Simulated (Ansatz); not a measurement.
C$_{2}$H$_{2}$, singlet: reading a ladder of total energies

Geometry: MP2(full)/6-31G*, from the G2/97 set.

```yaml
atoms:
  - { symbol: C, position_ang: [0.0000, 0.0000, 0.6081] }
  - { symbol: C, position_ang: [0.0000, 0.0000, -0.6081] }
  - { symbol: H, position_ang: [0.0000, 0.0000, -1.6740] }
  - { symbol: H, position_ang: [0.0000, 0.0000, 1.6740] }
```

Basis cc-pVDZ; Ansatz 0.2.0. Correlated methods freeze the noble-gas cores, which leaves 10 electrons in 36 orbitals. R marks a restricted (for open shells ROHF) determinant.

Full CI isn't at hand for all of this; RCCSDTQ serves as the reference, and is uncertain by about the last step of the cluster series.

Runs differ by some tens of microhartree through their thresholds, so steps under 0.03 kcal/mol mean nothing.

```
    level  total energy (hartree)
      RHF              -76.824727
     RMP2              -77.082206
    RCCSD              -77.098976
 RCCSD(T)              -77.110321
   RCCSDT              -77.110707
RCCSDT(Q)              -77.111774
  RCCSDTQ              -77.111657
```

Q: What is the correlation energy at RCCSDTQ, and what share of it do RMP2 and RCCSD recover?

A: E(corr) = -77.111657 − (-76.824727) = -0.286930 hartree = -7.808 eV. RMP2: -0.257479 / -0.286930 = 89.74 %. RCCSD: -0.274249 / -0.286930 = 95.58 %.

Q: By how many kcal/mol does RCCSD(T) miss RCCSDTQ (1 hartree = 627.509 kcal/mol), and which steps make up the rest?

A: -77.110321 − (-77.111657) = 0.001336 hartree = 0.84 kcal/mol. Steps: RCCSDT − RCCSD(T) = -0.24, RCCSDT(Q) − RCCSDT = -0.67, RCCSDTQ − RCCSDT(Q) = 0.07 kcal/mol. Differences between like states or geometries often cancel part of this.
